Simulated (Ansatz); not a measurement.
`C/N=C(\O)OC`. Total charge 0; spin multiplicity 1.

Cartesian coordinates in Å:
```
C -0.1486 -0.1112 -1.9376
N 0.1534 0.2569 -0.5783
C -0.3053 -0.4701 0.3464
O -1.0604 -1.5757 0.2403
O -0.0973 -0.2354 1.6353
C 0.6889 0.9087 1.9283
H 0.2462 -1.1021 -2.2087
H -1.2281 -0.1047 -2.1515
H 0.3104 0.6063 -2.6178
H -1.2117 -1.7493 -0.6947
H 0.7533 0.9479 3.0139
H 0.2166 1.8115 1.5377
H 1.6826 0.8172 1.4868
```

Task: Give the diagnostics of a CCSD(T)/def2-TZVPP run (frozen core, the Gaussian-basis code of Ansatz). (Estimate.)

Result: Ansatz gave: T1 = 0.0125, largest single amplitude 0.025, largest double 0.035, (T) share of the correlation energy 4.0 %, 9 CCSD cycles. The RHF solution is stable towards an unrestricted one. T1 lies under the customary mark of 0.02 for closed shells.
